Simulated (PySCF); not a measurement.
## A small calculation by hand: refractive index and permittivity of the vapour

propene (C₃H₆), SMILES C=CC.

Geometry: ωB97X-D3(BJ)/def2-TZVP.

PBE/def2-TZVPD (PySCF) gives a mean static polarisability of 41.3 bohr³ and a dipole moment of 0.43 D. Take an ideal gas at 298.15 K and 0.01 bar, whether or not the substance is that volatile.

**Question.** Work out n − 1 in the optical limit and the static ε − 1.

**Answer.** 
Polarisability volume α' = 41.3 × 0.148185 = 6.12 Å³. Number density N = p/kT = 2.43e-7 Å⁻³.
Dilute limit of Lorentz–Lorenz: n − 1 = 2π N α' = 9.3e-6.
Orientation term of Debye: μ²/(3kT) = 8.098 Å³ × μ²(D²) = 1.50 Å³.
ε − 1 = 4π N (α' + μ²/3kT) = 2.3e-5. Orientation of the dipole supplies 20 % of the static response; it can't follow optical fields. Vibrational polarisation and dispersion are left out.
